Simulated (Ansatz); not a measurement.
The cluster Na2Cl. Charge 0, multiplicity 2. Geometry relaxed at PBE0-D4/def2-TZVP.

```xyz
3

Na   -0.862    0.836   -1.267
Na    0.688   -1.588    0.231
Cl    0.174    0.751    1.036
```

The structure comes from a short search, and lower isomers may exist.

(1) Estimate the harmonic wavenumbers at UKS PBE0-D4/def2-TZVP (Ansatz, unscaled). Is this a minimum?

Answers

(1) 112, 223, 275 cm⁻¹. Yes, no mode is imaginary beyond noise. Zero-point energy 3.6 kJ/mol. Hardware: 4 threads of Arm Neoverse V1 on a shared host. Wall time 13 s.
